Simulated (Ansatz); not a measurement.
# One shape, several levels: Si2H4 (SMILES [SiH][SiH3])

We compute a comparison of 6 runs (U-r2SCAN/STO-3G, U-revPBE/STO-3G, U-wB97X/STO-3G, UB3LYP/STO-3G, UPBE0/STO-3G, UCCSDT(Q)/STO-3G) of Si2H4. 

Program for the calculation: Ansatz 0.2.0.

29 further runs of the same task are left out: 29 set aside as unsound or not needed.

### 1 The molecule

Si2H4 has 6 atoms, charge 0, and is taken as a triplet. As SMILES, `[SiH][SiH3]`. The Si2–Si1 distance was set to 3.380 Å, away from the relaxed value. At this shape a bond of the SMILES string is far longer than usual.

Bond lengths: Si1–H3 1.473 Å, Si2–H4 1.467 Å, Si2–H5 1.474 Å, Si2–H6 1.474 Å. Angles: H4–Si2–H5 107.9°, H4–Si2–H6 107.9°, H5–Si2–H6 104.3°. A long bond or contact: Si1–Si2 3.380 Å.

### 2 A single-point energy at U-r2SCAN/STO-3G (run 1)

File in.yaml:

```yaml
crystal:
  periodic: [false, false, false]
  atoms:
    - {symbol: Si, position_ang: [0.634139, -2.625436, 0.553850]}
    - {symbol: Si, position_ang: [-0.300130, 0.523270, -0.245660]}
    - {symbol: H, position_ang: [1.739349, -3.067376, 1.422260]}
    - {symbol: H, position_ang: [-1.456530, 0.376070, -1.136010]}
    - {symbol: H, position_ang: [0.714920, 1.325330, -0.951090]}
    - {symbol: H, position_ang: [-0.708920, 1.369020, 0.889660]}
basis:
  gaussian:
    orbitals: STO-3G
magnetization:
  spin_polarized: true
  initial_magnetization: 2
accuracy: high
hamiltonian:
  xc: r2scan
```

The run is started by

```
$ ansatz run in.yaml --threads 1 --pin off --max-ram 2610MiB --events-out events.jsonl --progress --plain --runs-dir runs
```

Output:

```text
Warning: RAYON_NUM_THREADS=1 ignored (pool sized by the plan → 1); use --threads N
Functional definition: r2SCAN
  name "r2SCAN"
  parameter k0 = 0.174
  parameter k1 = 0.065
  parameter a1 = 4.9479
  exchange = r2scan_x(k0 = k0, k1 = k1, a1 = a1)
  correlation = r2scan_c
363 factors; integrals over basis functions are off by at most 2.7e-9 eV
mean field evaluation 1: about -15629.0397 eV, gradient 9.8e0 eV
mean field evaluation 2: about -15628.7814 eV, gradient 9.6e0 eV
mean field evaluation 4: about -15629.8062 eV, gradient 5.3e-1 eV
mean field evaluation 8: about -15629.7654 eV, gradient 9.8e-3 eV
mean field evaluation 16: about -15629.7654 eV, gradient 2.3e-5 eV
mean field evaluation 32: about -15629.2896 eV, gradient 1.4e-3 eV
mean field -15629.76538225 eV, -574.3832835621 hartree, gradient 9.3e-8 eV, S^2 2.030134; 3 other end points of the search recorded, 0 dependent functions left out
reference -15629.76538336 eV, -574.3832836031 hartree; 17, 15 occupied and 5, 7 virtual orbitals, 363 factors
Total energy: -15629.76538336 eV, -574.3832836031 hartree
```

It took 4.8 s on 1 thread of AMD EPYC 9R14 (Zen 4), shared host; peak memory 0.27 GiB.

### 3 A single-point energy at U-revPBE/STO-3G (run 2)

File input.yaml:

```yaml
crystal:
  periodic: [false, false, false]
  atoms:
    - {symbol: Si, position_ang: [0.634139, -2.625436, 0.553850]}
    - {symbol: Si, position_ang: [-0.300130, 0.523270, -0.245660]}
    - {symbol: H, position_ang: [1.739349, -3.067376, 1.422260]}
    - {symbol: H, position_ang: [-1.456530, 0.376070, -1.136010]}
    - {symbol: H, position_ang: [0.714920, 1.325330, -0.951090]}
    - {symbol: H, position_ang: [-0.708920, 1.369020, 0.889660]}
basis:
  gaussian:
    orbitals: STO-3G
magnetization:
  spin_polarized: true
  initial_magnetization: 2
hamiltonian:
  xc: {name: revPBE}
accuracy: high
```

The run is started by

```
$ ansatz run input.yaml --threads 1 --pin off --max-ram 2610MiB --events-out events.jsonl --progress --plain --runs-dir runs
```

Output:

```text
Warning: RAYON_NUM_THREADS=1 ignored (pool sized by the plan → 1); use --threads N
Functional definition: revPBE
  name "revPBE"
  parameter kappa = 1.245
  parameter beta = 0.06672455060314922
  exchange = pbe_x(kappa = kappa, mu = beta*pi^2/3)
  correlation = pbe_c(beta = beta)
363 factors; integrals over basis functions are off by at most 2.7e-9 eV
mean field evaluation 1: about -15626.9597 eV, gradient 1.1e1 eV
mean field evaluation 2: about -15625.7879 eV, gradient 1.3e1 eV
mean field evaluation 4: about -15627.8866 eV, gradient 5.4e-1 eV
mean field evaluation 8: about -15627.8377 eV, gradient 2.0e-2 eV
mean field evaluation 16: about -15627.8377 eV, gradient 7.8e-6 eV
mean field evaluation 32: about -15627.8071 eV, gradient 1.1e0 eV
mean field -15627.83772634 eV, -574.3124435140 hartree, gradient 8.8e-8 eV, S^2 2.013217; 3 other end points of the search recorded, 0 dependent functions left out
reference -15627.83772916 eV, -574.3124436176 hartree; 17, 15 occupied and 5, 7 virtual orbitals, 363 factors
Total energy: -15627.83772916 eV, -574.3124436176 hartree
```

It took 2 s on 1 thread of AMD EPYC 9R14 (Zen 4), shared host; peak memory 0.16 GiB.

### 4 The energy at U-wB97X/STO-3G (run 3)

File molecule.yaml:

```yaml
basis:
  gaussian:
    orbitals: STO-3G
crystal:
  periodic: [false, false, false]
  atoms:
    - {symbol: Si, position_ang: [0.634139, -2.625436, 0.553850]}
    - {symbol: Si, position_ang: [-0.300130, 0.523270, -0.245660]}
    - {symbol: H, position_ang: [1.739349, -3.067376, 1.422260]}
    - {symbol: H, position_ang: [-1.456530, 0.376070, -1.136010]}
    - {symbol: H, position_ang: [0.714920, 1.325330, -0.951090]}
    - {symbol: H, position_ang: [-0.708920, 1.369020, 0.889660]}
magnetization:
  spin_polarized: true
  initial_magnetization: 2
hamiltonian:
  xc: {name: wB97X}
accuracy: high
```

The run is started by

```
$ ansatz run molecule.yaml --threads 1 --pin off --max-ram 2610MiB --events-out events.jsonl --progress --plain --runs-dir runs
```

Output, cut to the lines that bear on the results:

```text
Warning: RAYON_NUM_THREADS=1 ignored (pool sized by the plan → 1); use --threads N
Functional definition: wB97X
  name "wB97X"
[...]
      + exact_x_lr(omega)
[...]
      + integral(e_c_pw_opposite_spin*poly(b97_u_opposite, 1, cos1, cos2, cos3, cos4))
363 factors; integrals over basis functions are off by at most 2.7e-9 eV
166 factors; integrals over basis functions are off by at most 8.6e-10 eV
[...]
mean field -15630.57651214 eV, -574.4130920358 hartree, gradient 9.5e-8 eV, S^2 2.029269; 2 other end points of the search recorded, 0 dependent functions left out
reference -15630.57651021 eV, -574.4130919649 hartree; 17, 15 occupied and 5, 7 virtual orbitals, 363 factors
Total energy: -15630.57651021 eV, -574.4130919649 hartree
```

Wall time 9.6 s (1 thread of AMD EPYC 9R14 (Zen 4), shared host); peak memory 0.47 GiB.

Runs 4 to 5 aren't shown in full; the table further down has their settings and results.

### 5 A single-point energy at UCCSDT(Q)/STO-3G (run 6)

input.yaml, as its differences from that of step 3:

```diff
@@ -15,4 +15,7 @@
   initial_magnetization: 2
-hamiltonian:
-  xc: {name: revPBE}
+correlation:
+  method: ccsdt_q
+  frozen_orbitals: {H: 0, Si: 5}
 accuracy: high
+scf:
+  omitted_lower_state_checks: [cluster_reference, increment]
```

The run is started by

```
$ ansatz run input.yaml --threads 1 --pin off --max-ram 2610MiB --events-out events.jsonl --progress --plain --runs-dir runs
```

Output:

```text
Warning: RAYON_NUM_THREADS=1 ignored (pool sized by the plan → 1); use --threads N
[... 13 lines left out ...]
10 core orbitals not correlated: weight in the atoms' cores, before any rotation towards them, 1.000 or more for the frozen orbitals, at most 0.000 for the correlated occupied ones
[... 50 lines left out ...]
Total energy: -15603.70410182 eV, -573.4255491713 hartree
Checks for a lower state left out: cluster_reference, increment
```

It took 1.2 s on 1 thread of AMD EPYC 9R14 (Zen 4), shared host.

### 6 All runs side by side

| run | level | frozen core orbitals | energy (Eh) | ⟨S²⟩ | wall time |
| --- | --- | --- | --- | --- | --- |
| 1 | U-r2SCAN/STO-3G | – | -574.383284 | 2.030 | 4.8 s |
| 2 | U-revPBE/STO-3G | – | -574.312444 | 2.013 | 2 s |
| 3 | U-wB97X/STO-3G | – | -574.413092 | 2.029 | 9.6 s |
| 4 | UB3LYP/STO-3G | – | -574.448537 | 2.017 | 2 s |
| 5 | UPBE0/STO-3G | – | -574.190424 | 2.027 | 2 s |
| 6 | UCCSDT(Q)/STO-3G | 10 | -573.425549 | 2.060 | 1.2 s |

### 7 What came out

| quantity | value |
| --- | --- |
| run 6: total energy | -573.42555 Eh |
| run 6: correlation energy (10 core orbitals frozen) | -88.3 mEh |
| run 6: ⟨S²⟩ of the reference determinant | 2.060 |
| run 6: T1 diagnostic | 0.017 |

In words: Totals of different functionals can't be ranked against each other. In runs 1, 2, 3, 4, 5, 6 the basis is minimal, so the values are rough. All runs together took 22 s, the longest 9.6 s.
